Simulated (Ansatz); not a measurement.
**C₈H₈: vertical ionisation energy**

Aim: the vertical ionisation energy of C₈H₈, as cation minus neutral at the neutral's geometry, on several levels, and how well −ε(HOMO) stands in for it.

Method: unrestricted cation, the program's frozen cores in correlated methods; program: Ansatz 0.2.0, Gaussian basis.

The runs, in order: UKS PBE-D4/def2-TZVPP; UKS r2SCAN-D4/def2-TZVPP; UKS PBE0-D4/def2-TZVPP; UKS B3LYP-D4/def2-TZVPP; UKS wB97X-V/def2-TZVPP; UKS wB97M-V/def2-TZVPP; UKS B2PLYP/def2-TZVPP; UHF-CCSD(T)/def2-TZVPP; UHF-MP2/def2-QZVPP; extrapolation to the limit; then −ε(HOMO) from the neutral's earlier runs with LDA (SPW92), PBE-D4, revPBE-D4, BLYP-D4, r2SCAN-D4, B97M-V, PBE0-D4, B3LYP-D4, r2SCANh-D4, r2SCAN0-D4, HSE06-D4, BHLYP-D4, CAM-B3LYP-D4, LC-ωPBE, ωB97X-V, ωB97M-V.

### 1 The relaxed structure

An earlier PBE0-D4 in a triple-zeta def2 set relaxation fixed the geometry.

SMILES `c1ccc2c(c1)CC2`, 16 atoms, charge 0, spin multiplicity 1.

Atoms are counted from 1 here; the program's logs count them from 0.

Bond lengths: C1–C2 1.393 Å, C1–C6 1.395 Å, C1–H9 1.084 Å, C2–C3 1.395 Å, C2–H10 1.084 Å, C3–C4 1.379 Å, C3–H11 1.084 Å, C4–C5 1.388 Å, C4–C8 1.512 Å, C5–C6 1.379 Å, C5–C7 1.512 Å, C6–H12 1.084 Å, C7–C8 1.568 Å, C7–H13 1.092 Å, C7–H14 1.092 Å, C8–H15 1.092 Å, C8–H16 1.092 Å. Angles: C2–C1–C6 121.8°, C2–C1–H9 118.8°, C6–C1–H9 119.4°, C1–C2–C3 121.8°, C1–C2–H10 118.8°, C3–C2–H10 119.4°, C2–C3–C4 115.9°, C2–C3–H11 120.9°, C4–C3–H11 123.2°, C3–C4–C5 122.3°, C3–C4–C8 144.2°, C5–C4–C8 93.4°, C4–C5–C6 122.3°, C4–C5–C7 93.4°, C6–C5–C7 144.2°, C1–C6–C5 115.9°, C1–C6–H12 120.9°, C5–C6–H12 123.2° and more.

### 2 Cation, UKS PBE-D4/def2-TZVPP

Input file in.yaml:

```yaml
crystal:
  periodic: [false, false, false]
  atoms:
    - {symbol: C, position_ang: [0.364811, 1.967521, 0.769387]}
    - {symbol: C, position_ang: [-0.132958, 2.072199, -0.527696]}
    - {symbol: C, position_ang: [-0.464613, 0.945710, -1.280662]}
    - {symbol: C, position_ang: [-0.267905, -0.270947, -0.661918]}
    - {symbol: C, position_ang: [0.227902, -0.375218, 0.629875]}
    - {symbol: C, position_ang: [0.559221, 0.730595, 1.384332]}
    - {symbol: C, position_ang: [0.171824, -1.885845, 0.626404]}
    - {symbol: C, position_ang: [-0.386747, -1.768042, -0.834144]}
    - {symbol: H, position_ang: [0.606528, 2.875268, 1.311218]}
    - {symbol: H, position_ang: [-0.264499, 3.058469, -0.958953]}
    - {symbol: H, position_ang: [-0.851140, 1.043970, -2.289135]}
    - {symbol: H, position_ang: [0.947873, 0.666023, 2.394707]}
    - {symbol: H, position_ang: [-0.520366, -2.332885, 1.343619]}
    - {symbol: H, position_ang: [1.135216, -2.394490, 0.706652]}
    - {symbol: H, position_ang: [0.253959, -2.205855, -1.603031]}
    - {symbol: H, position_ang: [-1.401906, -2.149174, -0.966355]}
basis:
  gaussian: {orbitals: def2-TZVPP}
total_charge: 1
magnetization: {spin_polarized: true, initial_magnetization: 1}
hamiltonian: {xc: pbe, dispersion: d4}
```

The run is started by

```
ansatz run in.yaml --threads 2 --pin off --events-out ev --progress --plain --max-ram 20480MiB --backend cuda --devices 0, --max-vram 18GiB
```

The runs that follow: Cation, UKS r2SCAN-D4/def2-TZVPP; Cation, UKS PBE0-D4/def2-TZVPP; Cation, UKS B3LYP-D4/def2-TZVPP; Cation, UKS wB97X-V/def2-TZVPP; Cation, UKS wB97M-V/def2-TZVPP; Cation, UKS B2PLYP (frozen core)/def2-TZVPP; Cation, UHF-CCSD(T)/def2-TZVPP; Cation, UHF-MP2/def2-QZVPP.

**Question.** What will the summary of the whole plan be? Wanted: ionisation energy, CCSD(T)/CBS; nearest functional by difference; nearest −ε(HOMO); −ε(HOMO) of PBE; T1 of the cation.

**Answer**, as computed:

| quantity | value |
| --- | --- |
| ionisation energy, CCSD(T)/CBS | 8.93 eV |
| nearest functional by difference | B2PLYP (-0.22 eV) |
| nearest −ε(HOMO) | ωB97X-V (+0.03 eV) |
| −ε(HOMO) of PBE | 5.87 eV |
| T1 of the cation | 0.019 |

What this shows: By cation minus neutral, the functionals miss by 0.35 eV at most. The PBE orbital energy is 3.1 eV too small: a semilocal HOMO is no ionisation energy. Among orbital estimates ωB97X-V comes nearest. Hartree-Fock falls 1.59 eV short, as the neutral has more correlation energy than the cation. The cation may have settled in a state other than its lowest; no search over hole states beyond the program's own was made.
